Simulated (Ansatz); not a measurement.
Ideal-gas functions of ClH₃Si (`[SiH3]Cl`) at 298.15 K and 1 bar, from an Ansatz frequency run at PBE0-D4/def2-TZVP.

Molar mass 66.56 g/mol, point group C3v (symmetry number 3), electronic degeneracy 1, moments of inertia 5.961, 76.605, 76.605 u Å². Harmonic wavenumbers (cm⁻¹, unscaled): 552, 656, 656, 944, 947, 947, 2249, 2261, 2261.

Use S(trans) = R[1.5 ln M + 2.5 ln T − 1.1517]; rotational temperatures θ = 24.2544 K / I; S(rot) = R[ln(√π/σ · √(T³/θAθBθC)) + 1.5]; for each mode x = 1.438777 ν̃/T, S = R[x/(eˣ − 1) − ln(1 − e⁻ˣ)] and H = RT x/(eˣ − 1); 1 cm⁻¹ = 0.0119627 kJ/mol; R = 8.31446 J/(mol·K).

Task: By hand: the entropy, in J/(mol·K).

Result: Translation 161.2. Rotation: θ = 4.0688, 0.3166, 0.3166 K, giving 82.9. Vibration, mode by mode: 2.26, 1.52, 1.52, 0.49, 0.48, 0.48, 0.00, 0.00, 0.00, in all 6.8. Electronic 0.0. Sum 250.9 J/(mol·K).

Task: By hand: H − E and G − E in kJ/mol, counted from the electronic energy.

Result: Zero-point energy ½ × 11473 × 0.0119627 = 68.6; thermal vibration 1.5; translation, rotation and pV give 4 RT = 9.9. H − E = 80.0 kJ/mol, and G − E = 80.0 − 298.15 × 250.9/1000 = 5.2 kJ/mol.

Vibration gives 3 % of the entropy.
